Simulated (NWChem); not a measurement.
**quartet C2HO at 4 levels**

Aim: a comparison of 4 runs (UHF/STO-3G, UHF/3-21G, UB3LYP/6-31G*) of quartet C2HO. 

The results are computed with NWChem 7.3.0.

1 further run of the same task is left out (it didn't finish).

### Step 1. The structure to begin with

C2HO has 4 atoms, charge 0, and is taken as a quartet. As SMILES of the parent species, `C#C[O]`. The shape is that of a PBE0-D4/def2-TZVP optimisation. That shape belongs to the parent species and isn't relaxed for this state.

Bond lengths: C1–C2 1.288 Å, C2–O3 1.167 Å, C1–H4 1.072 Å. Angles: C1–C2–O3 170.9°, C2–C1–H4 137.7°.

### Step 2. The energy at UHF/STO-3G (run 1)

File c2ho.nw:

```
start c2ho
title "C2HO"
memory total 2200 mb
geometry units angstroms noautosym nocenter noautoz
  C       -0.562500       0.217400      -0.417800
  C        0.342300      -0.396600       0.262400
  O        1.068800      -1.106500       0.836800
  H       -0.793100       1.225500      -0.701600
end
basis spherical bse
  * library STO-3G
end
scf
  quartet
  uhf
  thresh 1e-08
  maxiter 80
end
task scf
```

Run with:

```bash
$ nwchem c2ho.nw > c2ho.out
```

The log of the run:

```text
[...]
  functions       =    16
[...]
  wavefunction    = UHF
[...]
         Total SCF energy =   -148.963565029947
      One electron energy =   -307.973641588654
      Two electron energy =    106.405763139894
 Nuclear repulsion energy =     52.604313418813
                       Sz =      1.5000
                 Sz(Sz+1) =      3.7500
                      S^2 =      3.8686
[...]
```

Run time: 0.88 s. Hardware: 1 thread of AMD EPYC 9R45 (Zen 5), shared host; peak memory 0.1 GiB.

### Step 3. The energy at UHF/3-21G (run 2)

File nw.nw:

```
START nw
TITLE "C2HO energy"
memory stack 880 mb heap 220 mb global 1100 mb

GEOMETRY units au noautosym nocenter noautoz
  C  -1.06297095  0.41082646 -0.78952757
  C   0.64685325 -0.74946538  0.49586414
  O   2.01973928 -2.09098196  1.58132282
  H  -1.49874179  2.31585937 -1.32583185
END

BASIS spherical bse
  * library 3-21G
END

SCF
  nopen 3
  uhf
  thresh 1e-08
  maxiter 80
  noprint "final vectors analysis"
END

TASK scf energy
```

Run with:

```bash
$ nwchem nw.nw > nw.out
```

The log of the run:

```text
[...]
  functions       =    29
[...]
  wavefunction    = UHF
[...]
         Total SCF energy =   -150.102668375535
      One electron energy =   -307.838449393223
      Two electron energy =    105.131471403668
 Nuclear repulsion energy =     52.604309614020
                       Sz =      1.5000
                 Sz(Sz+1) =      3.7500
                      S^2 =      3.8245
[...]
```

Wall time 0.94 s (1 thread of AMD EPYC 9R45 (Zen 5), shared host); peak memory 0.099 GiB.

### Step 4. The energy at UB3LYP/6-31G(d) (Cartesian functions) (run 3)

File m1.nw:

```
START m1
memory 2200 mb
charge 0

GEOMETRY noautosym nocenter noautoz
  C       -0.562500       0.217400      -0.417800
  C        0.342300      -0.396600       0.262400
  O        1.068800      -1.106500       0.836800
  H       -0.793100       1.225500      -0.701600
END

BASIS cartesian
  * library 6-31G*
END

DFT
  xc b3lyp
  mult 4
  grid xfine
  convergence energy 1e-08
  maxiter 100
  mulliken
  print low
END

TASK dft energy
```

Run with:

```bash
$ nwchem m1.nw > m1.out
```

The log of the run:

```text
[...]
 d= 0,ls=0.0,diis     1   -151.6560981604 -2.04D+02  1.99D-02  1.91D-01     0.8
[...]
 d= 0,ls=0.0,diis    12   -151.7528121588 -9.89D-09  1.07D-06  8.95D-10     8.5
[...]
         Total DFT energy =     -151.752812158754
      One electron energy =     -309.406324088387
           Coulomb energy =      124.814406778555
    Exchange-Corr. energy =      -19.765208267735
 Nuclear repulsion energy =       52.604313418813
[...]
      Total Density - Mulliken Population Analysis
     ---------------------------------------------
    Atom       Charge   Shell Charges
 -----------   ------   -------------------------------------------------------
    1 C    6     6.06   1.99  0.73  1.89  0.67  0.77  0.01
    2 C    6     5.78   1.99  0.70  2.09  0.35  0.63  0.02
    3 O    8     8.30   1.99  0.92  2.85  1.02  1.51  0.00
    4 H    1     0.87   0.52  0.34
[...]
      <S2> =      3.7600 (Exact =     3.7500)
[...]
```

It took 9 s on 1 thread of AMD EPYC 9R45 (Zen 5), shared host; peak memory 0.12 GiB.

### Step 5. The energy at UB3LYP/6-31G(d) (spherical functions) (run 4)

File struct.nw:

```
start struct
title "C2HO B3LYP"
memory stack 880 mb heap 220 mb global 1100 mb

geometry noautosym nocenter noautoz
   C    -0.562500    0.217400   -0.417800
   C     0.342300   -0.396600    0.262400
   O     1.068800   -1.106500    0.836800
   H    -0.793100    1.225500   -0.701600
end

basis spherical bse
   * library 6-31G*
end

dft
   xc b3lyp
   mult 4
   grid xfine
   convergence energy 1e-08
   iterations 100
   mulliken
   noprint "final vectors analysis"
end

task dft energy
```

Run with:

```bash
$ nwchem struct.nw > struct.out
```

The log of the run:

```text
[...]
          Wavefunction type:  spin polarized.
          No. of atoms     :     4
          No. of electrons :    21
[...]
          Charge           :     0
          Spin multiplicity:     4
[...]
          AO basis - number of functions:    44
[...]
              XC Information
              --------------
                         B3LYP Method XC Potential
                     Hartree-Fock (Exact) Exchange  0.200
                        Slater Exchange Functional  0.800 local
                    Becke 1988 Exchange Functional  0.720 non-local
              Lee-Yang-Parr Correlation Functional  0.810
                  VWN I RPA Correlation Functional  0.190 local
[...]
 d= 0,ls=0.0,diis     1   -151.6544266667 -2.04D+02  2.09D-02  1.70D-01     0.8
[...]
 d= 0,ls=0.0,diis    12   -151.7498886516 -9.19D-09  1.14D-06  7.57D-10     7.5
[...]
         Total DFT energy =     -151.749888651580
      One electron energy =     -309.419366692609
           Coulomb energy =      124.851890756392
    Exchange-Corr. energy =      -19.786726134177
 Nuclear repulsion energy =       52.604313418813
[...]
      Total Density - Mulliken Population Analysis
     ---------------------------------------------
    Atom       Charge   Shell Charges
 -----------   ------   -------------------------------------------------------
    1 C    6     6.06   2.00  0.71  1.88  0.65  0.78  0.04
    2 C    6     5.83   2.00  0.67  2.09  0.34  0.67  0.07
    3 O    8     8.24   2.00  0.94  2.84  0.92  1.51  0.03
    4 H    1     0.87   0.52  0.35
[...]
      <S2> =      3.7600 (Exact =     3.7500)
[...]
```

It took 8.1 s on 1 thread of AMD EPYC 9R45 (Zen 5), shared host; peak memory 0.12 GiB.

### Step 6. The series

```csv
run,level,Cartesian functions,iteration cap,energy (Eh),dipole moment (D),⟨S²⟩,wall time
1,UHF/STO-3G,no,80,-148.963565,1.29,3.869,0.88 s
2,UHF/3-21G,no,80,-150.102668,2.16,3.825,0.94 s
3,UB3LYP/6-31G* (Cartesian functions),yes,100,-151.752812,–,3.760,9 s
4,UB3LYP/6-31G* (spherical functions),no,100,-151.749889,1.53,3.760,8.1 s
```

### Step 7. What came out

| quantity | value |
| --- | --- |
| run 4: total energy | -151.74989 Eh |
| run 4: dipole moment | 1.53 D |
| run 4: ⟨S²⟩ | 3.760 |

What this shows: Over runs 1, 2, 4 the dipole moment (its size) runs from 1.29 D (UHF/STO-3G) to 2.16 D (UHF/3-21G). In run 1 the basis is minimal, so the values are rough. Spin contamination of the reference: run 1 ⟨S²⟩ = 3.87. All runs together took 19 s, the longest 9 s.
